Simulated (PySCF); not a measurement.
**Bonding in `Nc1cn[nH]c1`**

Compound: C₃H₅N₃.
Numbering: `[NH2:1][c:2]1[cH:3][n:4][nH:5][cH:6]1` (hydrogens: H7, H8 on N1; H9 on C3; H10 on N5; H11 on C6)

Structure used (PBE0-D3(BJ)/def2-SVP), in Å, numbered top down from 1:
```xyz
11
C3H5N3 angstrom
N     -1.9249   -0.2905    0.0984
C     -0.5694    0.0102    0.0172
C      0.0340    1.2929    0.0794
N      1.3589    1.2155    0.0362
N      1.6222   -0.0744   -0.0487
C      0.5080   -0.8590   -0.0674
H     -2.1791   -1.1686   -0.3384
H     -2.5214    0.4532   -0.2451
H     -0.4583    2.2623    0.1573
H      2.5829   -0.3847   -0.0955
H      0.5605   -1.9433   -0.1282
```

Bond orders from the PBE0/pcSseg-1 density (PySCF). Geometry: PBE0-D3(BJ)/def2-SVP; no solvent, vibrations or thermal averaging.

Problem. How far do the computed orders between heavy atoms stray from the drawn ones?

Solution. The largest departure is 0.401, at N5–C6 (drawn aromatic, 1.099), counting aromatic bonds as 1.5. The bonds drawn aromatic range from 1.10 to 1.53.

Problem. Give the Mayer order of every bond, beside its length.

Solution. 
```
  bond  drawn as  length (Å)  Mayer order
 N1–C2    single       1.391        1.082
 C2–C3  aromatic       1.419        1.297
 C3–N4  aromatic       1.328        1.531
 N4–N5  aromatic       1.319        1.231
 N5–C6  aromatic       1.363        1.099
 C6–C2  aromatic       1.387        1.406
 N1–H7    single       1.013        0.947
 N1–H8    single       1.013        0.948
 C3–H9    single       1.090        0.976
N5–H10    single       1.011        0.935
C6–H11    single       1.087        0.971
```

Bonds between the same two heavy elements. C–N: lowest N1–C2 (1.082, 1.391 Å), highest C3–N4 (1.531, 1.328 Å). C–C: lowest C2–C3 (1.297, 1.419 Å), highest C6–C2 (1.406, 1.387 Å).

Problem. Sum the orders of all bonds at each heavy atom with more than one neighbour and set the sums beside the valence in the SMILES.

Solution. N1 2.977 (drawn 3), C2 3.785 (drawn 4), C3 3.804 (drawn 4), N4 2.762 (drawn 3), N5 3.265 (drawn 3), C6 3.476 (drawn 4). Orders between atoms that aren't bonded are not in these sums.

For a closed shell the Mayer order of atoms A and B is Σ (PS)μν (PS)νμ over the basis functions μ on A and ν on B, with P the density and S the overlap matrix.
